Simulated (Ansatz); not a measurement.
BHPb₂O₄ (C2/m, No. 12; cell taken from a computed entry), treated with r²SCAN+SOC (Ansatz, a quantum-chemistry and plane-wave program, PAW).

Run with plane-wave cutoff 560 eV, 8×8×6 k mesh (along the axes of the cell as run), Fermi–Dirac smearing 0.01 eV, PAW data made under PBE.

Cell (relaxed with PBEsol):

Space group C2/m (No. 12); a = 12.920 Å, b = 5.671 Å, c = 7.379 Å, α = γ = 90.00°, β = 116.76°

```csv
atom,site,symmetry,x,y,z
B,4i,m,0.3307,0.0000,0.3443
H,4i,m,0.0377,0.5000,0.3777
Pb,4i,m,0.0582,0.0000,0.2680
Pb,4i,m,0.1561,0.5000,0.0738
O,4i,m,0.4103,0.0000,0.2687
O,4i,m,0.3718,0.0000,0.5554
O,4i,m,0.2149,0.0000,0.2147
O,4g,2,0.0000,0.2544,0.0000
```
(The calculation used a cell of 16 atoms; values per cell refer to that cell.)

Problem. What does this level give for the band gap, smallest direct gap on the k points sampled and direct gap at Γ?

Solution. 
* **band gap**: 3.27 eV (indirect)
* **smallest direct gap on the k points sampled**: 3.49 eV
* **direct gap at Γ**: 4.30 eV

Note: cell and atoms aren't relaxed at this level (largest force component 0.47 eV/Å, pressure -0.5 GPa).
